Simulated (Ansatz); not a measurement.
Steps of a relaxation of silicon tetrafluoride with RKS PBE-D4/def2-SVP.

```sh
$ ansatz run in.yaml --threads 4 --pin off --events-out ev --progress --plain --max-ram 10444MiB
```

```yaml
crystal:
  periodic: [false, false, false]
  atoms:
    - {symbol: F, position_ang: [0.176700, -0.858400, 1.385100]}
    - {symbol: Si, position_ang: [-0.011400, -0.009100, -0.004300]}
    - {symbol: F, position_ang: [-1.091800, 1.189700, 0.165600]}
    - {symbol: F, position_ang: [-0.444600, -0.985100, -1.158100]}
    - {symbol: F, position_ang: [1.421000, 0.589200, -0.429700]}
basis:
  gaussian: {orbitals: def2-SVP}
hamiltonian: {xc: pbe, dispersion: d4}
relax: {f_tol: 0.03, max_steps: 200}
```

Positions (Å) and forces (eV/Å) along the path, 3 of 3 steps:

```xyz
5
step=1 energy=-18726.2421 eV
F     0.177   -0.858    1.385   -0.303    0.752   -0.974
Si   -0.011   -0.009   -0.004    0.575    0.542    1.564
F    -1.092    1.190    0.166    0.507   -0.626    0.035
F    -0.445   -0.985   -1.158   -0.588   -0.785   -0.825
F     1.421    0.589   -0.430   -0.190    0.117    0.201
5
step=2 energy=-18726.2888 eV
F     0.167   -0.842    1.377   -0.174    0.426   -0.574
Si   -0.004   -0.011   -0.007    0.384    0.274    0.894
F    -1.080    1.176    0.174    0.273   -0.341    0.005
F    -0.458   -0.996   -1.164   -0.342   -0.420   -0.441
F     1.424    0.599   -0.422   -0.141    0.062    0.116
5
step=3 energy=-18726.3108 eV
F     0.156   -0.826    1.366    0.001   -0.008    0.004
Si    0.010   -0.015   -0.008    0.007   -0.006   -0.003
F    -1.065    1.159    0.180   -0.004    0.006   -0.006
F    -0.478   -1.008   -1.168   -0.007    0.000    0.004
F     1.427    0.615   -0.411    0.003    0.008    0.002
```

Hardware: 4 threads of an Arm Neoverse V2 on a shared host. Wall time 1.5 s, peak host memory 0.13 GiB.
